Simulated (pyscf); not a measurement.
Optimised with ωB97X-D3(BJ)/def2-SVP in PySCF. Correlated levels are frozen-core, on RHF or UHF. ΔMP2 is the change of the MP2 total energy from the triple- to the quadruple-zeta basis.

SMILES: O=[Si](F)F
```xyz
4

O      1.5753     0.3594    -0.9687
Si     0.7299    -0.2041     0.1503
F      1.0843    -0.2916     1.7016
F     -0.7240    -0.8497     0.0549
```
Charge 0, spin multiplicity 1.

Problem. How much does it cost (ΔH, 298 K, CCSD(T)/def2-TZVPP + ΔMP2(QZVPP)) to split O=Si(F)–F (SMILES O=[Si](F)F) at its F–Si bond into [O=Si–F]• + F•?

Solution. F–Si to [O=Si–F]• + F•: 6.27 eV. The radicals are drawn with the spin at the cut bond; how far it spreads was not checked. The CCSD(T) − MP2 part came from Ansatz, without density fitting, on the same reference. Left out: the spin-orbit lowering of F.
